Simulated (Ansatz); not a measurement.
**What a trial cell of Sn₂I relaxes into**

The calculation used DFT PBE, scalar-relativistic, plane waves, PAW (Ansatz 0.2.0). Cutoff 420 eV, Γ-centred k mesh, Gaussian smearing, no spin polarisation in the final step.

Sn₂I was placed on the ThSi2 structure type (I4_1/amd, No. 141), with I in place of Th, Sn in place of Si, at a guessed volume.

```
Sn I
1.0
    -2.39112    2.39112    8.31386
     2.39112   -2.39112    8.31386
     2.39112    2.39112   -8.31386
Sn I
4 2
Cartesian
  0.0000 0.0000 6.9254
  2.3911 0.0000 2.7685
  2.3911 0.0000 5.5453
  0.0000 0.0000 9.7023
  0.0000 0.0000 0.0000
  0.0000 2.3911 4.1569
```

Cell and atoms relax at zero pressure; the relaxation can't lower the symmetry of the start. After a coarse first stage the cell is made exact in the group found at 0.06 Å.

Formation energies are uncorrected and refer to the elements' standard structures at the same level.

Task: What does it relax into?

Result: It keeps I4_1/amd (No. 141). The result has the ThSi2 structure. Conventional cell: a = 4.948 Å, c = 17.988 Å. Sn is coordinated by 3 Sn at 2.93 Å; around I lie 12 Sn at 3.79–3.91 Å.

```cif
data_structure
_symmetry_space_group_name_H-M 'I4_1/amd:1'
_symmetry_Int_Tables_number 141
_cell_length_a 4.9477
_cell_length_b 4.9477
_cell_length_c 17.9879
_cell_angle_alpha 90.000
_cell_angle_beta 90.000
_cell_angle_gamma 90.000
_cell_volume 440.33
loop_
_atom_site_label
_atom_site_type_symbol
_atom_site_symmetry_multiplicity
_atom_site_Wyckoff_symbol
_atom_site_fract_x
_atom_site_fract_y
_atom_site_fract_z
_atom_site_occupancy
Sn1 Sn 8 e 0.00000 0.00000 0.41856 1
I1 I 4 a 0.00000 0.00000 0.00000 1
```

Task: What are its volume, energy, density and gap?

Result: The volume per atom is 36.69 Å³. The density is 5.50 g/cm³, the energy over the elements is 0.09 eV/atom and the gap on the 10×10×10 mesh is 0 eV (a metal).

The final run used a 10×10×10 mesh on its 6-atom cell and 0.10 eV smearing. For metals, differences of a few meV/atom aren't resolved. Spin–orbit coupling is left out. Symmetry constrained the relaxation, so the result can be a saddle point.

Cost: 3 runs of about 9.7 core-minutes in all, on Arm Neoverse V1 (shared hosts).